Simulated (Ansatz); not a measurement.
**C₂H₄F+ (SMILES [CH2+]CF): single points off equilibrium**

One table from this session's results is given with a row withheld; the runs are named, their logs left out.

Computed with Ansatz 0.2.0, Gaussian basis. Level: single points in def2-TZVPP.

Correlated methods freeze the cores. B3LYP uses VWN-RPA correlation.

**Where the work starts**

SMILES `[CH2+]CF`, 7 atoms, charge 1, spin multiplicity 1.

Atoms are counted from 1 here; the program's logs count them from 0.

Bond lengths: C1–C2 1.448 Å, C1–H4 1.012 Å, C1–H5 1.088 Å, C2–F3 1.388 Å, C2–H6 1.199 Å, C2–H7 1.165 Å. Angles: C2–C1–H4 120.5°, C2–C1–H5 120.2°, H4–C1–H5 115.8°, C1–C2–F3 114.2°, C1–C2–H6 117.2°, C1–C2–H7 109.9°, F3–C2–H6 113.9°, F3–C2–H7 113.0°, H6–C2–H7 85.2°.

Geometry (Å):

```xyz
7
C2H4F
C    -0.6044    0.0015   -0.5819
C     0.5166   -0.1163    0.3268
F     1.2095    1.0688    0.5308
H    -1.1224   -0.8193   -0.8670
H    -1.1233    0.9514   -0.6916
H     0.3485   -0.7589    1.3251
H     1.2053   -0.9952   -0.0054
```

The first run:

The input, run/in.yaml:

```yaml
crystal:
  periodic: [false, false, false]
  atoms:
    - {symbol: C, position_ang: [-0.604400, 0.001500, -0.581900]}
    - {symbol: C, position_ang: [0.516600, -0.116300, 0.326800]}
    - {symbol: F, position_ang: [1.209500, 1.068800, 0.530800]}
    - {symbol: H, position_ang: [-1.122400, -0.819300, -0.867000]}
    - {symbol: H, position_ang: [-1.123300, 0.951400, -0.691600]}
    - {symbol: H, position_ang: [0.348500, -0.758900, 1.325100]}
    - {symbol: H, position_ang: [1.205300, -0.995200, -0.005400]}
basis:
  gaussian: {orbitals: def2-TZVPP}
total_charge: 1
correlation: {method: ccsd_t}
output: {forces: true}
```

The command line of these runs was not kept.

Steps of the session up to this table: CCSD(T)/def2-TZVPP; PBE0-D4/def2-TZVPP; wB97M-V/def2-TZVPP; r2SCAN-D4/def2-TZVPP; PBE-D4/def2-TZVPP; B3LYP-D4/def2-TZVPP; HSE06-D4/def2-TZVPP.

One of the session's tables, all rows but one given; the rest of the session is left out.

```
   method  RMS force component (eV/Å)  angle to CCSD(T) forces (°)
  CCSD(T)                       1.491                    reference
  PBE0-D4                       1.555                          6.5
  wB97M-V                       1.510                          4.0
r2SCAN-D4                           ?                            ?
   PBE-D4                       1.453                         11.5
 B3LYP-D4                       1.474                          4.3
 HSE06-D4                       1.554                          6.6
```

Estimate the missing values for r2SCAN-D4.

**Answer.** RMS force component (eV/Å): 1.494; angle to CCSD(T) forces (°): 7.0. In the column «RMS force component (eV/Å)» it lies between CCSD(T) (1.491) and wB97M-V (1.510).
